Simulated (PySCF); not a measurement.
Isoyanoacetylene, C3HN.
SMILES: `[C-]#[N+]C#C`

All values: CAM-B3LYP/def2-SVPD (PySCF, non-relativistic), on one gas-phase PBE0-D3(BJ)/def2-SVP geometry that isn't relaxed in the solvent. The solvent is an IEF-PCM continuum (van der Waals radii × 1.2), and excitations are vertical TDDFT with non-equilibrium linear response and a frozen core. Specific hydrogen bonds and non-electrostatic terms are outside this model.

Gas-phase singlets (H = HOMO, L = LUMO):

| state | E (eV) | λ (nm) | f | leading configuration |
| --- | --- | --- | --- | --- |
| S1 | 5.276 | 235 | 0.000 | H→L 47% |
| S2 | 5.486 | 226 | 0.000 | H-1→L+1 42% |
| S3 | 5.486 | 226 | 0.000 | H→L+1 42% |
| S4 | 7.271 | 171 | 0.053 | H-2→L 97% |
| S5 | 7.271 | 171 | 0.053 | H-2→L+1 97% |

Task: How does the list change in dichloromethane (ε = 8.93)?

Result: 
```csv
state,E (eV),λ (nm),f,leading configuration,change by rank (eV)
S1,5.223,237,0.000,H→L 48%,-0.053
S2,5.422,229,0.000,H-1→L 33%,-0.064
S3,5.422,229,0.000,H-1→L+1 33%,-0.064
S4,7.388,168,0.066,H-2→L 96%,+0.117
S5,7.388,168,0.066,H-2→L+1 96%,+0.117
```

Task: What are the lowest 5 singlets in water (ε = 78.36)?

Result: 
| state | E (eV) | λ (nm) | f | leading configuration | change by rank (eV) |
| --- | --- | --- | --- | --- | --- |
| S1 | 5.213 | 238 | 0.000 | H→L 48% | -0.063 |
| S2 | 5.415 | 229 | 0.000 | H-1→L 35% | -0.071 |
| S3 | 5.415 | 229 | 0.000 | H-1→L+1 35% | -0.071 |
| S4 | 7.436 | 167 | 0.065 | H-2→L 96% | +0.165 |
| S5 | 7.436 | 167 | 0.065 | H-2→L+1 96% | +0.165 |

Task: How do the frontier levels move from gas to water?

Result: 
```json
{"orbital": "LUMO+2", "gas (eV)": "1.31", "solvent (eV)": "1.51", "change (eV)": "+0.20"}
{"orbital": "LUMO+1", "gas (eV)": "-0.26", "solvent (eV)": "-0.20", "change (eV)": "+0.06"}
{"orbital": "LUMO", "gas (eV)": "-0.26", "solvent (eV)": "-0.20", "change (eV)": "+0.06"}
{"orbital": "HOMO", "gas (eV)": "-9.99", "solvent (eV)": "-9.84", "change (eV)": "+0.15"}
{"orbital": "HOMO-1", "gas (eV)": "-9.99", "solvent (eV)": "-9.84", "change (eV)": "+0.15"}
{"orbital": "HOMO-2", "gas (eV)": "-11.13", "solvent (eV)": "-11.33", "change (eV)": "-0.20"}
{"orbital": "HOMO-3", "gas (eV)": "-14.29", "solvent (eV)": "-14.21", "change (eV)": "+0.08"}
```

The HOMO–LUMO gap goes from 9.73 to 9.64 eV. Rows go by rank; for LUMO+2 the atom shares or the degeneracy differ between the runs, so the row needn't follow one orbital.
